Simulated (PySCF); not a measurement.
# Level of theory and adiabatic energies of losing or gaining an electron: `[BH2-]N` ([BH4N]-•)

The parent is a doublet.

All levels share the PBE0-D3(BJ)/ma-def2-SVP structures and the PBE0-D3(BJ)/ma-def2-SVP thermal terms; only the single-point energies (PySCF) change. Values are adiabatic energies of losing or gaining an electron (0 K, eV).

```jsonl
{"level": "HF/ma-def2-TZVP", "detachment energy to the singlet neutral": "-0.82", "time": "2.2 s"}
{"level": "MP2/ma-def2-TZVP", "detachment energy to the singlet neutral": "-0.66", "time": "9 s"}
{"level": "CCSD(T)/ma-def2-TZVP", "detachment energy to the singlet neutral": "-0.63", "time": "5.1 min"}
{"level": "CAM-B3LYP-D3(BJ)/ma-def2-TZVP", "detachment energy to the singlet neutral": "-0.49", "time": "–"}
```

Times are wall times for all single points of a level on 1 thread of Arm Neoverse V1, a shared host; the dash marks the run that also made the structures.

Hartree-Fock leaves out electron correlation, so its ionisation energies and electron affinities from energy differences come out too low, often by 1 eV or more.

The spread: 0.33 eV, from -0.82 to -0.49.

Caveats: the parent anion holds its electron weakly or not at all, so the values hang on the basis.
